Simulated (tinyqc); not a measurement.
Inside a calculation. Method: harmonic frequencies on the unrestricted B3LYP (VWN-RPA form)/sto-6g surface (energies and gradients from PySCF), for LiH+, spin multiplicity 2. One step of it, computed by the program tinyqc.

Task: One row of the Hessian: 1Liz. Displace 1Liz by +/-0.01 bohr; H(k, :) = (g(+) - g(-)) / (2 delta).

optimised positions (bohr):
```
            x         y          z
1Li  0.000000  0.000000  -0.179445
2H   0.000000  0.000000   3.603587
```

gradient at +delta (hartree/bohr):
```
              x           y            z
1Li  0.00000000  0.00000000   0.00022273
2H   0.00000000  0.00000000  -0.00022110
```

gradient at -delta (hartree/bohr):
```
              x           y            z
1Li  0.00000000  0.00000000  -0.00017447
2H   0.00000000  0.00000000   0.00017613
```

Give: row of the Hessian.

Result:

row of the Hessian (hartree/bohr^2): 1Lix 0.000000, 1Liy 0.000000, 1Liz 0.019860, 2Hx 0.000000, 2Hy 0.000000, 2Hz -0.019861
